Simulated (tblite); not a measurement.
## tetrafluoromethane: calculation against experiment

**The experiment to reproduce.**

CRC Handbook of Chemistry and Physics lists, for the gas at 298.15 K: standard entropy 261.6 J/(mol K).

How close the calculation comes is told at the end.

Tetrafluoromethane, CF4.
Atom-mapped SMILES: `[F:1][C:2]([F:3])([F:4])[F:5]`

Structure used (GFN2-xTB), in Å, numbered top down from 1:
```xyz
5
CF4 angstrom
F      0.3823    1.1140   -0.5884
C      0.0017    0.0006   -0.0034
F     -0.5151   -0.8103   -0.8990
F      1.0395   -0.5749    0.5610
F     -0.8999    0.2735    0.9127
```

GFN2-xTB wavenumbers (cm⁻¹, harmonic, unscaled, at the method's own geometry): 380, 380, 545, 545, 545, 862, 1148, 1148, 1148. Point group Td, symmetry number 12. Entropy at 298.15 K and 1 bar in J/(mol K): translation 164.7, rotation 83.6, vibration 17.0.

## Comparison

**Standard entropy at 298.15 K.** Measured: 261.6 J/(mol K) (298.15 K; CRC Handbook of Chemistry and Physics).

```json
{"level": "GFN2-xTB, rigid rotor and harmonic oscillator", "computed (J/(mol K))": "265.3", "computed − measured (J/(mol K))": "+3.7", "% (from the printed values)": "+1"}
```

Ideal gas at 1 bar, most abundant isotopes; table values of this kind come from calorimetry or from spectroscopic constants.

No measured geometry was used, and the causes of the misses weren't examined.
